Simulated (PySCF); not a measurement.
System: C3H7O (charge 0, doublet). It need not be the lowest isomer of its formula. 
Coordinates optimised at B3LYP-D3(BJ)/def2-TZVP (Ansatz):
```xyz
11

O      0.0206     1.3795    -0.0110
C     -0.0113     0.0189     0.2243
H      0.9198     1.7043     0.1107
C     -1.3468    -0.5681    -0.0515
C      1.2399    -0.7403    -0.0497
H     -1.5580    -0.6164    -1.1324
H      1.4614    -0.7956    -1.1292
H     -2.1355     0.0331     0.4041
H      2.1067    -0.2784     0.4343
H     -1.4108    -1.5833     0.3416
H      1.1619    -1.7630     0.3204
```
Charge 0, spin multiplicity 2.

Dispersion corrections to the total energy (kcal/mol) from the dftd3 and dftd4 libraries through PySCF: D3(BJ) without and D4 with the three-body term, each with the damping fitted for the functional named.

```csv
functional,D3(BJ),D4
BHLYP,-5.08,-3.92
PBE,-4.09,…
TPSS,-5.01,-5.02
B2GP-PLYP,-2.07,-1.52
revPBE,…,-13.50
BP86,-5.94,-4.72
HF,…,-14.64
```

Question: Fill in the missing entries.

Answer: 
- PBE, D4: -3.70
- revPBE, D3(BJ): -10.78
- HF, D3(BJ): -33.61
